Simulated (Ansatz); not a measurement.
The end point of a relaxation of Ag. Space group Fm-3m (No. 225), fcc (Cu type). These are r2SCAN (plane waves to 500 eV, PAW, scalar-relativistic; Ansatz, a first-principles code) values and carry that method's errors.

Space group Fm-3m (No. 225); a = b = c = 4.1055 Å, α = β = γ = 90.00°

```csv
atom,site,symmetry,x,y,z
Ag,4a,m-3m,0.0000,0.0000,0.0000
```
(The calculation used a cell of 1 atom; values per cell refer to that cell.)

| Property | Result |
|---|---|
| Volume per atom | 17.30 Å³ |
| Band gap | zero (metallic) |
| Shortest distances | Ag–Ag 2.90 Å |
| k-mesh | 19×19×19 |

No spin polarisation in the result.

Measured for Ag: a 4.062 Å (static lattice; corrected from measurement; as listed in Daniel Mejia-Rodriguez, S. B. Trickey, Phys. Rev. B (2018)). Computed minus measured — a: r2SCAN +1.1 %. The computed values are for a static lattice.

The run could not lose the symmetry of its start.
